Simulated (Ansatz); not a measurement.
**Dimethyl sulfoxide (C2H6OS): a ladder of functionals and wavefunction methods**

One table from this session's results is given with a row withheld; the runs are named, their logs left out.

Program: Ansatz 0.2.0, Gaussian basis. Level of theory: functionals in def2-TZVPP, the program's frozen cores in correlated methods. These are calculated values, not measurements.

The runs, in order: LDA (SPW92), PBE-D4, revPBE-D4, BLYP-D4, r2SCAN-D4, B97M-V, PBE0-D4, B3LYP-D4, r2SCANh-D4, r2SCAN0-D4, HSE06-D4, BHLYP-D4, CAM-B3LYP-D4, LC-ωPBE, ωB97X-V, ωB97M-V, B2PLYP, PBE-QIDH; CCSD(T)/def2-SVP; CCSD(T)/def2-TZVPP; CCSD(T)/def2-QZVPP; extrapolation to the limit; RPA on PBE.

### Structure used throughout

An earlier PBE0-D4 in a triple-zeta def2 set relaxation fixed the geometry.

SMILES `CS(C)=O`, 10 atoms, charge 0, spin multiplicity 1.

Atoms are counted from 1 here; the program's logs count them from 0.

Bond lengths: C1–S2 1.799 Å, C1–H5 1.090 Å, C1–H6 1.091 Å, C1–H7 1.091 Å, S2–C3 1.799 Å, S2–O4 1.481 Å, C3–H8 1.091 Å, C3–H9 1.091 Å, C3–H10 1.090 Å. Angles: S2–C1–H5 106.7°, S2–C1–H6 109.1°, S2–C1–H7 110.0°, H5–C1–H6 109.9°, H5–C1–H7 109.8°, H6–C1–H7 111.2°, C1–S2–C3 96.4°, C1–S2–O4 106.7°, C3–S2–O4 106.7°, S2–C3–H8 109.1°, S2–C3–H9 110.0°, S2–C3–H10 106.7°, H8–C3–H9 111.2°, H8–C3–H10 109.9°, H9–C3–H10 109.8°.

Coordinates:

```mol
C2H6OS
  3D, bonds by distance, orders not assigned

 10  9  0  0  0  0  0  0  0  0999 V2000
   -0.5303    1.0199   -0.7101 C   0  0
    0.3816   -0.5272   -0.8132 S   0  0
    0.6928   -0.6934    0.9506 C   0  0
   -0.5993   -1.5769   -1.1736 O   0  0
   -0.8645    1.2549   -1.7205 H   0  0
   -1.3933    0.8830   -0.0561 H   0  0
    0.1223    1.8137   -0.3425 H   0  0
   -0.2605   -0.7045    1.4820 H   0  0
    1.3283    0.1239    1.2959 H   0  0
    1.2061   -1.6446    1.0904 H   0  0
  1  2  8  0
  2  3  8  0
  2  4  8  0
  1  5  8  0
  1  6  8  0
  1  7  8  0
  3  8  8  0
  3  9  8  0
  3 10  8  0
M  END
```

The first run:

Contents of in.yaml:

```yaml
crystal:
  periodic: [false, false, false]
  atoms:
    - {symbol: C, position_ang: [-0.530252, 1.019855, -0.710073]}
    - {symbol: S, position_ang: [0.381597, -0.527242, -0.813234]}
    - {symbol: C, position_ang: [0.692755, -0.693378, 0.950616]}
    - {symbol: O, position_ang: [-0.599300, -1.576923, -1.173639]}
    - {symbol: H, position_ang: [-0.864462, 1.254905, -1.720451]}
    - {symbol: H, position_ang: [-1.393316, 0.883025, -0.056093]}
    - {symbol: H, position_ang: [0.122321, 1.813715, -0.342473]}
    - {symbol: H, position_ang: [-0.260533, -0.704493, 1.482032]}
    - {symbol: H, position_ang: [1.328336, 0.123921, 1.295945]}
    - {symbol: H, position_ang: [1.206053, -1.644583, 1.090369]}
basis:
  gaussian: {orbitals: def2-TZVPP}
hamiltonian: {xc: lda}
output: {orbitals: {seedname: orbitals}}
```

On the command line:

```
$ ansatz run in.yaml --threads 2 --pin off --events-out ev --progress --plain --max-ram 22528MiB --backend cpu
```

Among the steps run: LDA; PBE-D4 (GGA); revPBE-D4 (GGA); BLYP-D4 (GGA); r2SCAN-D4 (meta-GGA); B97M-V (meta-GGA); PBE0-D4 (hybrid); B3LYP-D4 (hybrid); r2SCANh-D4 (hybrid); r2SCAN0-D4 (hybrid); HSE06-D4 (hybrid); BHLYP-D4 (hybrid); CAM-B3LYP-D4 (range-separated); LC-ωPBE (range-separated); ωB97X-V (range-separated); ωB97M-V (range-separated); B2PLYP (double hybrid); PBE-QIDH (double hybrid).

One of the session's tables, all rows but one given; the rest of the session is left out.

It belongs to the step «Frontier levels by functional». 

```
  functional  HOMO (eV)  LUMO (eV)  gap (eV)
 LDA (SPW92)      -5.44      -0.19      5.24
      PBE-D4      -5.28       0.05      5.33
   revPBE-D4      -5.22       0.15      5.37
     BLYP-D4      -5.19       0.14      5.33
   r2SCAN-D4      -5.52       0.40      5.92
      B97M-V      -5.63       0.31      5.94
     PBE0-D4      -6.64       1.04      7.68
    B3LYP-D4      -6.44       0.73      7.17
  r2SCANh-D4      -6.04       0.78      6.81
  r2SCAN0-D4      -6.82       1.28      8.10
    HSE06-D4      -6.24       0.65      6.90
    BHLYP-D4      -7.95       1.66      9.61
CAM-B3LYP-D4      -8.03       1.84      9.87
     LC-ωPBE          ?          ?         ?
     ωB97X-V      -9.00       2.94     11.95
     ωB97M-V      -8.93       2.53     11.46
```

**Question.** Estimate the row for LC-ωPBE.

**Answer.** HOMO (eV): -9.31; LUMO (eV): 3.16; gap (eV): 12.47. In the column «HOMO (eV)» it is the lowest.
